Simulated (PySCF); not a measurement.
Bonds (- single, = double, # triple, : aromatic): C1-S2 1.763 Å, S2=O3 1.424 Å, S2=O4 1.424 Å, S2-Cl5 2.051 Å. C1 carries H6, H7, H8.

PySCF 2.14 calculation with shieldings: GIAO B97-2/pcSseg-2 and geometry from PBE0-D3(BJ)/def2-TZVP; averaged over atoms made equivalent by symmetry, fast rotation or ring inversion, gas phase, non-relativistic Hamiltonian, one computed conformer.

Referencing at the same level of theory: 13C (σ = 185.38 ppm), 1H (σ = 31.64 ppm) against TMS; 33S (σ = 517.10 ppm) vs CS2; 17O (σ = 327.66 ppm) against H2O; 35Cl (σ = 941.52 ppm) vs HCl.

```csv
atoms,nucleus,count,δ (ppm)
O3/O4,17O,2,294.0
Cl5,35Cl,1,?
S2,33S,1,?
C1,13C,1,52.2
H6/H7/H8,1H,3,3.05
```

Estimate the values marked ?.

Answers


- S2: 356 ppm, sulfonyl sulfur
- Cl5: 587 ppm, chlorine bonded to S

Shifts are as computed. Against solution values, carbons near 30 ppm lie about +3 ppm off and those near 130 ppm about +7 ppm. Of 1211 compounds with measured shifts, 218 miss one by over three times the rms of a fit or turn the order of signals round; such compounds aren't used in these exercises. Unscaled 17O shifts of doubly bonded oxygen tend to come out too high, by tens of ppm or more. Experimental scales use liquid or dissolved standards, which lie at an offset from isolated H2O (liquid H2O: subtract about 36 ppm).
